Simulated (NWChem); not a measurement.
oxygen (O$_{2}$)

```
O
O 1 1.2000
```
Charge 0, spin multiplicity 3.

All runs are NWChem calculations. All single points use one geometry, from UB3LYP/def2-SVP, a minimum by its harmonic frequencies.

The correlated methods keep 2 core orbitals frozen. The unpaired electrons of the parent sit in orbitals of symmetry b2g and b3g (D2h labels of the run); other states weren't searched. The stability of the SCF solutions was not checked.

Worked example. A B2PLYP run in 3-21G ends its self-consistent part (53 % exact exchange, 47 % B88, 73 % LYP) at -149.23712 Ha, and second-order perturbation theory on those orbitals gives -0.29938 Ha unscaled.

The perturbative term enters with the weight 0.27: -149.23712 + 0.27·(-0.29938) = -149.31795 Ha is the total energy.
